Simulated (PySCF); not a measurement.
**From one method to the next for AlF⁺**

What do other methods print for AlF⁺?

Program: PySCF 2.14.0. Level of theory: method and basis as typed in the scripts. These are calculated values, not measurements.

3 further runs of the same task are left out: 3 that didn't finish.

## (1) The system as given

AlF⁺: 2 atoms, charge 1, spin multiplicity 2.

Bond lengths: Al1–F2 1.547 Å.

## (2) The base run

input.py reads:

```python
from pyscf import gto, scf, tdscf

mol = gto.M(
    atom='Al 0 0 0; F 0 0 1.547',
    basis='3-21g',
    charge=1,
    spin=1,
    symmetry=True,
    verbose=4,
)
mf = scf.UHF(mol)
mf.kernel()
td = tdscf.TDA(mf)
td.nstates = 6
td.kernel()
td.analyze()
mf.dip_moment()
print('orbital energies (hartree):', [e[max(0, n-3):n+3].round(4) for e, n in zip(mf.mo_energy, mol.nelec)])
```

Run with:

```console
$ OMP_NUM_THREADS=1 python input.py
```

## (3) CCSD

Variant 1 changes step after the SCF: tda → ccsd.

input.py, as its differences from that of step 2:

```diff
@@ -1,2 +1,2 @@
-from pyscf import gto, scf, tdscf
+from pyscf import gto, scf, cc
 
@@ -12,6 +12,4 @@
 mf.kernel()
-td = tdscf.TDA(mf)
-td.nstates = 6
-td.kernel()
-td.analyze()
+mycc = cc.CCSD(mf)
+mycc.kernel()
 mf.dip_moment()
```

## (4) MP2

Variant 2 changes step after the SCF: tda → mp2; frozen orbitals: none → 6.

input.py, as its differences from that of step 2:

```diff
@@ -1,2 +1,2 @@
-from pyscf import gto, scf, tdscf
+from pyscf import gto, scf, mp
 
@@ -12,6 +12,3 @@
 mf.kernel()
-td = tdscf.TDA(mf)
-td.nstates = 6
-td.kernel()
-td.analyze()
+mp.MP2(mf, frozen=6).kernel()
 mf.dip_moment()
```

## (5) B3pw91 (UKS)

Variant 3 changes functional: none (Hartree–Fock) → b3pw91; SCF type: UHF → UKS; step after the SCF: tda → analyze.

input.py reads:

```python
from pyscf import gto, dft

mol = gto.M(
    atom='Al 0 0 0; F 0 0 1.547',
    basis='3-21g',
    charge=1,
    spin=1,
    symmetry=True,
    verbose=4,
)
mf = dft.UKS(mol, xc='b3pw91')
mf.kernel()
mf.analyze()
print('orbital energies (hartree):', [e[max(0, n-3):n+3].round(4) for e, n in zip(mf.mo_energy, mol.nelec)])
```

## (6) EOM-IP

Variant 4 changes step after the SCF: tda → eomip; number of roots: 6 → 8.

input.py, as its differences from that of step 2:

```diff
@@ -1,2 +1,2 @@
-from pyscf import gto, scf, tdscf
+from pyscf import gto, scf, cc
 
@@ -12,6 +12,6 @@
 mf.kernel()
-td = tdscf.TDA(mf)
-td.nstates = 6
-td.kernel()
-td.analyze()
+mycc = cc.CCSD(mf)
+mycc.kernel()
+e = mycc.ipccsd(nroots=8)[0]
+print('roots (eV) =', (e*27.211386).round(3))
 mf.dip_moment()
```

## (7) EOM-EE

Variant 5 changes step after the SCF: tda → eomee; frozen orbitals: none → 6; number of roots: 6 → 3.

input.py, as its differences from that of step 2:

```diff
@@ -1,2 +1,2 @@
-from pyscf import gto, scf, tdscf
+from pyscf import gto, scf, cc
 
@@ -12,6 +12,6 @@
 mf.kernel()
-td = tdscf.TDA(mf)
-td.nstates = 6
-td.kernel()
-td.analyze()
+mycc = cc.CCSD(mf, frozen=6)
+mycc.kernel()
+e = mycc.eeccsd(nroots=3)[0]
+print('roots (eV) =', (e*27.211386).round(3))
 mf.dip_moment()
```

## (8) CISD

Variant 6 changes step after the SCF: tda → cisd; frozen orbitals: none → 6.

input.py, as its differences from that of step 2:

```diff
@@ -1,2 +1,2 @@
-from pyscf import gto, scf, tdscf
+from pyscf import gto, scf, ci
 
@@ -12,6 +12,3 @@
 mf.kernel()
-td = tdscf.TDA(mf)
-td.nstates = 6
-td.kernel()
-td.analyze()
+ci.CISD(mf, frozen=6).kernel()
 mf.dip_moment()
```

What does the calculation give? Wanted: for each run, E(SCF); from base; gap, α spin; after the SCF.

As calculated:

| run | E(SCF) (hartree) | from base (eV) | cycles | gap, α spin (eV) | after the SCF |
| --- | --- | --- | --- | --- | --- |
| base | -339.240013 | 0 | 10 | 13.14 | lowest root found 5.92 eV |
| CCSD | -339.240013 | 0.0000 | 10 | 13.14 | CCSD correlation -3.850 eV |
| MP2 | -339.240013 | 0.0000 | 10 | 13.14 | MP2 correlation -3.684 eV, core frozen |
| b3pw91 (UKS) | -340.013336 | not comparable | 9 | 7.01 | n/a |
| EOM-IP | -339.240013 | 0.0000 | 10 | 13.14 | CCSD correlation -3.850 eV, first root 18.27 eV |
| EOM-EE | -339.240013 | 0.0000 | 10 | 13.14 | CCSD correlation -3.694 eV, core frozen, first root 5.22 eV |
| CISD | -339.240013 | 0.0000 | 10 | 13.14 | CISD correlation -3.576 eV, core frozen |

What this shows: A lower total energy from another functional means nothing by itself.
